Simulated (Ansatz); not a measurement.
Reaction (SMILES): F (HF) → HF+ (doublet, bonded as F) + e-
B3LYP-D3(BJ)/def2-TZVP geometries, fixed; electronic energies without zero-point terms.
Largest species:
```
F
H 1 0.9245
```
Charge 0, spin multiplicity 1.

Energies in hartree at PBE with Ansatz (an electronic-structure program); the adiabatic ionisation energy is their sum with the coefficients shown, times 27.2114 eV a hartree. All functions are spherical. Open shells are unrestricted. No added dispersion term, no relativity.

```json
[
 {"species": "F (HF)", "coefficient": "-1", "part": "PBE", "aug-cc-pVDZ": "-100.36259", "aug-cc-pVTZ": "-100.39140", "aug-cc-pVQZ": "-100.39965"},
 {"species": "HF+ (doublet, bonded as F)", "coefficient": "+1", "part": "PBE", "aug-cc-pVDZ": "-99.76952", "aug-cc-pVTZ": "-99.79938", "aug-cc-pVQZ": "-99.80759"}
]
```

Problem. Predict the adiabatic ionisation energy in aug-cc-pV5Z (X = 5): let each PBE step shrink by the ratio of the last two. Compare with the run.

Solution. 
- F (HF): steps -0.02881 and -0.00825, ratio 0.286, so PBE -100.40201 (run: -100.40211).
- HF+ (doublet, bonded as F): steps -0.02986 and -0.00821, ratio 0.275, so PBE -99.80985 (run: -99.81016).
Predicted 16.113 eV; the run in aug-cc-pV5Z gives 16.108, a miss of 0.006. Keeping the value in aug-cc-pVQZ, 16.111, would miss by 0.003. All sums are of the energies as printed.
